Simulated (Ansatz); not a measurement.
Born–Oppenheimer molecular dynamics of AlH7Si (9 atoms, charge 0, multiplicity 1). It starts at the highest image of a converged band, a first-order saddle point between two minima.

Level of theory: RKS BLYP-D4/def2-SVP (Ansatz 0.2.0).

```yaml
ensemble: NVE (velocity Verlet)
time_step: 0.5 fs
steps_asked: 200
starting_velocities_drawn_for: 300 K
seed: 2922
```

First frame:

```xyz
9
Properties=species:S:1:pos:R:3
Al -0.122 -0.124 -0.006
H 0.244 0.378 1.604
H 1.166 0.083 -0.900
H -1.677 0.042 -0.239
Si 0.154 -2.589 0.980
H -0.208 -3.317 -0.289
H 1.546 -2.994 1.368
H -0.806 -3.025 2.049
H 0.243 -0.747 1.526
```

Task: How far do the bonds stretch over the last three quarters of this one trajectory? (Pairs bonded in most of those frames.)

Result: 
| bond | mean (Å) | spread (Å) | shortest | longest |
| --- | --- | --- | --- | --- |
| Al1–H3 | 1.599 | 0.030 | 1.54 | 1.65 |
| Al1–H4 | 1.599 | 0.024 | 1.55 | 1.63 |
| Al1–Si5 | 2.489 | 0.162 | 2.30 | 2.74 |
| H2–H9 | 0.821 | 0.095 | 0.68 | 1.04 |
| Si5–H6 | 1.508 | 0.024 | 1.47 | 1.55 |
| Si5–H7 | 1.518 | 0.014 | 1.50 | 1.55 |
| Si5–H8 | 1.508 | 0.033 | 1.46 | 1.56 |

Mean temperature of the second half: 718 K. The conserved energy stayed within 0.46 meV per atom of its start (net change -0.38 meV per atom), so the integration is sound. The kinetic energy rose, since the run started high on the potential surface and went downhill. It ends in pieces (AlH5Si + H2), so much of that is their flight and rotation, not heat. A run of 0.1 ps of so small a system gives no equilibrium averages. The orbitals stay closed-shell, which can raise the energy where a bond breaks towards radicals; this wasn't checked here.

Time of the run: 2.9 min on 1 thread of Intel(R) Xeon(R) 6975P-C (Granite Rapids) (shared host), peak memory 0.13 GiB.
